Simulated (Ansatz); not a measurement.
Rutile MnO2, treated with r²SCAN in Ansatz (plane waves, PAW).

Settings: plane-wave cutoff 560 eV, 8×8×12 k mesh (along the axes of the cell as run), Fermi–Dirac smearing 0.01 eV, spin-polarised with opposed moments, scalar-relativistic PAW data made under PBE.

Computed points:

```tsv
V (Å³/atom)	E − E_lowest (meV/atom)	P (GPa)
8.795	12.67	11.52
8.978	3.05	5.43
9.161	0.00	0.00
9.345	2.82	-4.83
9.528	10.84	-9.12
```

Q: Estimate the bulk modulus from the pressures at 8.978 and 9.345 Å³/atom, and compare it with a fit to all energies.

A: B = −V dP/dV. Between V = 8.978 and 9.345 Å³/atom, dP/dV = (-4.83 − (5.43))/(9.345 − 8.978) = -28.0 GPa per Å³/atom; at the midpoint 9.162 Å³/atom this gives B ≈ 256 GPa. The third-order Birch–Murnaghan fit gives V0 = 9.161 Å³/atom, B0 = 256 GPa, B′ = 4.8, which lies within 1 % of that estimate.

Shape and atoms are relaxed at each volume.

Note: the collinear magnetic order is the start's and need not be the measured one; without U or exact exchange, gaps and moments of open d shells tend to come out too small; the bulk modulus comes from volumes at which shape and atoms were relaxed.

Computed values are for the static lattice.

Ansatz is a first-principles code.
